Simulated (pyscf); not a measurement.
## Four-centre exchange: Cl–BH–Cl (SMILES ClBCl) + HF (SMILES F) -> HCl (SMILES Cl) + F–BH–Cl (SMILES FBCl)

Gas phase, singlet surface, charge 0. Bonds broken: Cl1–B2, F5–H6. Bonds formed: Cl1–H6, B2–F5. Single points on ωB97X-D3(BJ)/def2-SVP structures (PySCF, gas phase). Correlated levels are frozen-core, on RHF or UHF. ΔMP2 is the change of the MP2 total energy from the triple- to the quadruple-zeta basis.

Transition state (Å):

```xyz
6

Cl    -0.4487     0.6577     1.4260
B      0.2090     0.4376    -0.4740
Cl     1.6859     1.3525    -0.7756
H     -0.7249     0.5063    -1.2194
F      0.5293    -1.0302    -0.1119
H      0.1136    -0.6955     0.9325
```

One imaginary mode, 971i cm⁻¹; descent along it reached the two sides named.

```tsv
bond	change	reactant side (Å)	saddle	product side
Cl1–B2	breaks	1.768	2.023	3.1
F5–H6	breaks	0.928	1.173	2.503
Cl1–H6	forms	2.511	1.546	1.285
B2–F5	forms	2.480	1.545	1.325
```

Electronic energies relative to the separated reactants (kJ/mol):

| level | barrier | reaction energy | reverse barrier |
|---|---|---|---|
| ωB97X-D3(BJ)/def2-TZVP | 51.6 | -56.8 | 108.4 |
| PBE/def2-TZVP | 31.0 | -56.7 | 87.7 |
| r²SCAN/def2-TZVP | 34.0 | -61.4 | 95.4 |
| B3LYP-D3(BJ)/def2-TZVP | 51.7 | -62.2 | 113.9 |
| PBE0-D3(BJ)/def2-TZVP | 40.9 | -54.6 | 95.6 |
| M06-2X/def2-TZVP | 46.9 | -61.4 | 108.3 |
| ωB97M-D3(BJ)/def2-TZVP | 49.1 | -61.9 | 111.0 |
| HF/def2-TZVP | 121.0 | -75.3 | 196.3 |
| MP2/def2-QZVPP | 57.5 | -47.8 | 105.3 |
| CCSD/def2-TZVPP | 72.8 | -59.6 | 132.3 |
| CCSD(T)/def2-TZVPP | 62.1 | -56.7 | 118.8 |
| CCSD(T)/def2-TZVPP + ΔMP2(QZVPP) | 63.4 | -54.3 | 117.7 |

With CCSD(T)/def2-TZVPP + ΔMP2(QZVPP) energies and thermal terms (ideal gas, 1 atm, RRHO with modes under 100 cm⁻¹ raised to 100, one conformer, R ln 2 for rigid chiral ones), in kJ/mol:

| T (K) | ΔH‡ | ΔG‡ | ΔH | ΔG |
|---|---|---|---|---|
| 298 | 56.4 | 97.0 | -57.4 | -59.6 |
| 600 | 55.3 | 138.8 | -58.3 | -61.4 |
| 900 | 56.4 | 180.3 | -58.8 | -62.8 |
| 1200 | 58.4 | 221.3 | -58.8 | -64.2 |

This is the saddle that the search found; another between the same sides may lie lower. The CCSD(T) − MP2 part came from Ansatz, without density fitting, on the same reference.
